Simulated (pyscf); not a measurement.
Optimised with ωB97X-D3(BJ)/def2-SVP in PySCF. Correlated levels are frozen-core, on RHF or UHF. ΔMP2 is the change of the MP2 total energy from the triple- to the quadruple-zeta basis.

Question: H₂N–SiH₂–OH + hydrogen fluoride (HF) -> HO–SiH₂–F + ammonia (NH₃)
Surface: singlet. Broken: N–Si, F–H. Formed: F–Si, H–N. Give ΔE‡ and ΔE from CCSD(T)/def2-TZVPP + ΔMP2(QZVPP), relative to the separated reactants.

Answer: ΔE‡ = 5.4 kcal/mol, ΔE = -21.0 kcal/mol. Zero-point energy shifts the barrier by +2.6 kcal/mol. It is a four-centre exchange, with an imaginary mode of 544i cm⁻¹. On the reactant side the descent ends in a bound adduct, 12.7 kcal/mol under the separated species and 14.5 kcal/mol under the saddle at ωB97X-D3(BJ)/def2-TZVP. On the product side the descent ends in an adduct with a N–Si contact (not fully relaxed), 4.6 kcal/mol over the separated species and 18.4 kcal/mol under the saddle at ωB97X-D3(BJ)/def2-TZVP. What is counted as broken (N–Si) persists as a longer contact in the product adduct; parting that adduct is a step of its own. At ωB97X-D3(BJ) the barrier from the zero used here is 1.8 kcal/mol. This is the saddle that the search found; another between the same sides may lie lower. The CCSD(T) − MP2 part came from Ansatz, without density fitting, on the same reference.
